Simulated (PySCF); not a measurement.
**BH$_{4}$, doublet: the ladder up to full CI**

Geometry: a point of a stretch scan, not a stationary point.

```
atom    x (Å)    y (Å)    z (Å)
   B   0.0033  -0.0063  -0.0062
   H   0.4180   0.8062   0.8044
   H  -0.4211  -0.8140   0.8042
   H  -0.4095   0.8023  -0.8217
   H   0.3775  -0.7269  -0.7199
```

Basis 6-31G; PySCF 2.14.0. Correlated methods freeze the noble-gas cores, which leaves 7 electrons in 16 orbitals. Prefix R: restricted or restricted open-shell reference; prefix U: unrestricted.

Full CI is exact within this basis and frozen core; it isn't the basis-set limit. The frozen core follows each run's orbitals, which can shift R against U totals by a few meV.

```
UHF ⟨S²⟩                          : 0.762
T1 diagnostic (ROHF- or RHF-based CCSD)             : 0.0135
largest doubles amplitude (ROHF- or RHF-based CCSD) : 0.062
T1 diagnostic (UCCSD)             : 0.0130
```

```json
{"level": "RHF", "E − E(full CI) (mEh)": "96.54", "share of correlation (%)": "0.00", "wall time": "–"}
{"level": "UHF", "E − E(full CI) (mEh)": "93.28", "share of correlation (%)": "3.37", "wall time": "–"}
{"level": "RMP2", "E − E(full CI) (mEh)": "24.29", "share of correlation (%)": "74.84", "wall time": "–"}
{"level": "UMP2", "E − E(full CI) (mEh)": "24.71", "share of correlation (%)": "74.40", "wall time": "–"}
{"level": "RCCSD", "E − E(full CI) (mEh)": "2.06", "share of correlation (%)": "97.86", "wall time": "–"}
{"level": "UCCSD", "E − E(full CI) (mEh)": "2.08", "share of correlation (%)": "97.84", "wall time": "–"}
{"level": "RCCSD(T)", "E − E(full CI) (mEh)": "0.53", "share of correlation (%)": "99.45", "wall time": "0.5 s"}
{"level": "UCCSD(T)", "E − E(full CI) (mEh)": "0.56", "share of correlation (%)": "99.42", "wall time": "0.49 s"}
{"level": "RCCSDT", "E − E(full CI) (mEh)": "0.05", "share of correlation (%)": "99.94", "wall time": "1.4 s"}
{"level": "UCCSDT", "E − E(full CI) (mEh)": "0.05", "share of correlation (%)": "99.94", "wall time": "1.5 s"}
```

The correlation energy at full CI, counted from RHF, is -2.627 eV. The search over symmetries took 6.5 s on 1 thread of Intel Xeon, shared host; the state has 509,168 determinants.

Times are those of the correlated step on a shared host, with one SCF added for the restricted CCSD run; they ran on 1 thread of Intel Xeon.

The full-CI state has the irrep A' of Cs, in the program's axes.

Natural occupations of full CI about the gap: 1.976 1.960 1.954 1.002 0.029 0.020 0.019 0.014 0.007 0.006; effectively unpaired electrons, Σ n²(2−n)², 1.02.
